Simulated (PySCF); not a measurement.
# Functional benchmark on one molecule

Molecule: `C(C)SSC`, C3H8S2.

Geometry (Å), atoms numbered from 1 in this order:
```xyz
13

C    -2.0142   -0.1911   -0.4046
C    -1.0919   -0.0751    0.7893
S     0.0100    1.3796    0.7472
S     1.1636    1.0328   -0.9207
C     2.4980    0.0019   -0.2572
H    -2.6492   -1.0871   -0.3193
H    -1.4292   -0.2744   -1.3333
H    -2.6653    0.6915   -0.4893
H    -1.6544    0.0680    1.7276
H    -0.4764   -0.9792    0.9211
H     2.1172   -0.9599    0.1144
H     3.1862   -0.1883   -1.0951
H     3.0364    0.5292    0.5421
```

Geometry PBE0-D3(BJ)/def2-SVP throughout; GIAO in PySCF 2.14.0 with density-fitted response routines, gas phase, one conformer, non-relativistic; equivalent atoms averaged; basis pcSseg-1.

Reference values (measured; solution, not stated per compound (mostly CDCl3 or CCl4); Pretsch, Buehlmann, Badertscher, Structure Determination of Organic Compounds, 4th ed. (2009)): δ(C2) = 31.8 ppm, δ(C1) = 14.7 ppm. Computed shifts are taken against TMS, calculated as an isolated molecule at each level.

How do the functionals HF, LDA, PBE, BLYP, BP86, OPBE, KT2, KT3, B97-D, B3LYP, PBE0, mPW1PW91, WP04, B97-2, BHandHLYP, CAM-B3LYP, wB97X-D, LC-wPBE perform against the reference? Times are CPU seconds on shared hosts with different chips, so compare them loosely.

Results:


```tsv
functional	kind	C2	C1	mean abs. error C	core-s
HF	Hartree–Fock	28.2	14.9	1.9	3.9
LDA	LDA	34.9	13.9	1.9	9.6
PBE	GGA	34.7	15.4	1.8	12
BLYP	GGA	36.2	16.1	2.9	12
BP86	GGA	35.1	15.7	2.2	12
OPBE	GGA	33.0	15.1	0.8	13
KT2	GGA	34.1	15.8	1.7	12
KT3	GGA	34.1	16.1	1.9	12
B97-D	GGA	35.3	16.2	2.5	12
B3LYP	global hybrid	34.4	15.7	1.8	7.5
PBE0	global hybrid	32.7	14.9	0.6	16
mPW1PW91	global hybrid	32.9	15.3	0.8	7.6
WP04	global hybrid	36.7	17.3	3.8	9.8
B97-2	global hybrid	33.2	15.6	1.2	9.7
BHandHLYP	global hybrid	32.0	15.3	0.4	9.7
CAM-B3LYP	range-separated hybrid	32.4	14.9	0.4	14
wB97X-D	range-separated hybrid	32.2	15.4	0.6	13
LC-wPBE	range-separated hybrid	29.4	14.2	1.5	17
```

For 13C the closest is CAM-B3LYP (0.4 ppm, with BHandHLYP, PBE0, wB97X-D practically level) and the furthest WP04 (3.8 ppm). One molecule is a small sample, and vibrational and solvent effects are absent from the calculation.
